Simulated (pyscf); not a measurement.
Elementary routes open to F–SiH₂–O–SiH₃ + silanol (HO–SiH₃) in the gas phase (singlet surface):
A. F–SiH₂–O–SiH₂–O–SiH₃ + hydrogen (H₂) (H–Si, H–O broken; O–Si, H–H formed)
B. H₃Si–O–SiH₂–O–SiH₃ + hydrogen fluoride (HF) (F–Si, H–O broken; O–Si, F–H formed)

PySCF, gas phase, ωB97X-D3(BJ)/def2-SVP geometries.

### Question
Rank the routes by free-energy barrier at 900 K, lowest first, for ωB97M-D3(BJ)/def2-TZVP energies (ideal gas, 1 atm, RRHO with modes under 100 cm⁻¹ raised to 100, one conformer, R ln 2 for chiral ones without a mode under 150 cm⁻¹).

### Answer
B (63.4 kcal/mol), A (70.0 kcal/mol)

Route B is the fastest of these, ahead of the next by 6.6 kcal/mol. The most stable products are those of A (ΔG = -16.8 kcal/mol), whose barrier is 6.6 kcal/mol higher: the kinetic and the thermodynamic product differ. At 298 K B is still the fastest. A: On the reactant side the descent ends in a complex (not fully relaxed), 6.1 kcal/mol under the separated species and 36.0 kcal/mol under the saddle at ωB97X-D3(BJ)/def2-TZVP. B: On the reactant side the descent ends in a complex (not fully relaxed), 4.9 kcal/mol under the separated species and 27.4 kcal/mol under the saddle at ωB97X-D3(BJ)/def2-TZVP. On the product side the descent ends in a complex, 6.8 kcal/mol under the separated species and 24.7 kcal/mol under the saddle at ωB97X-D3(BJ)/def2-TZVP. Only these routes are compared; each barrier is that of the saddle found, and lower ones may exist.
